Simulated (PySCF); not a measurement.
Compound: C3H5FO2.
Z-matrix (Å and degrees, PBE0-D3(BJ)/def2-SVP geometry), rows numbered from 1:
```
C 
C   1  1.4999
F   2  1.3618  1  110.19
O   2  1.4097  1  108.37  3   117.79
C   4  1.3439  2  117.55  1   153.59
O   5  1.1929  4  125.96  2    -3.06
H   1  1.0990  2  109.61  3   -60.44
H   1  1.0983  2  109.74  3    59.38
H   1  1.0985  2  110.29  3   179.50
H   2  1.1011  1  113.79  3  -120.81
H   5  1.1093  4  108.71  2   177.75
```

Computed, not measured: PySCF 2.14.0, density-fitted response routines, TDDFT wB97X-D/def2-SVPD, vertical, gas phase, core orbitals frozen in the response.

Kohn–Sham orbitals with the atoms that hold most of them (Löwdin shares over 4%, at most four atoms; ? is withheld):

```tsv
orbital	ε (eV)	atoms
HOMO-3	-12.93	F3 41%, O4 18%, C1 15%, C2 8%
HOMO-2	-11.91	F3 26%, C2 21%, O4 18%, H10 14%
HOMO-1	-11.76	?
HOMO	-10.69	O6 66%, C5 13%, O4 9%, H11 7%
LUMO	1.45	?
LUMO+1	2.33	C1 22%, C5 18%, C2 11%, H9 10%
LUMO+2	2.81	H11 20%, C5 18%, O4 13%, C1 12%
```

Question: Give the leading atoms of the HOMO-1.

Answer: O4 (bonded to 2 C) 42%; O6 (bonded to C) 35%; C5 (bonded to 2 O and H) 10%; F3 (bonded to C) 7%. By element: oxygen 77%, carbon 10% or more, fluorine 7%.

Question: Give the leading atoms of the LUMO.

Answer: C5 (bonded to 2 O and H) 42%; O6 (bonded to C) 31%; O4 (bonded to 2 C) 15%; H11 (bonded to C) 8%. By element: oxygen 46%, carbon 42% or more, hydrogen 8% or more.

Question: The HOMO–LUMO gap is 12.14 eV. Where does the response calculation put the lowest singlet, and from which orbitals?

Answer: S1 is at 5.88 eV (f = 0.0015), 6.26 eV below the gap, made of HOMO→LUMO (98%). Without the coupling terms of the response equations the lowest excitation would equal the gap.

Question: Give energy, strength and leading configuration of S1, S2, S3, S7 and S8, and follow the Löwdin shares of the leading atoms from the occupied to the empty orbital.

Answer: 
- S1 (5.88 eV, f 0.0015), HOMO→LUMO (98%): O6 66% → 31%, C5 13% → 42%; low, almost dark, from the terminal oxygen into the C=O bond, the pattern of n→π*
- S2 (8.34 eV, f 0.0080), HOMO-2→LUMO (78%): F3 26% → at most 5%, C2 21% → at most 5%, C5 at most 14% → 42%, O6 at most 14% → 31%
- S3 (8.48 eV, f 0.122), HOMO-1→LUMO (81%): O4 42% → 15%, O6 35% → 31%, C5 10% → 42%
- S7 (9.87 eV, f 0.0022), HOMO-1→LUMO+1 (79%): O4 42% → at most 10%, O6 35% → at most 10%, C1 at most 7% → 22%, C5 10% → 18%
- S8 (10.03 eV, f 0.010), HOMO-2→LUMO+1 (78%): F3 26% → at most 10%, C2 21% → 11%, C1 at most 14% → 22%, C5 at most 14% → 18%

Löwdin shares depend on the basis, the more so with diffuse functions.

One conformer stands for the species.
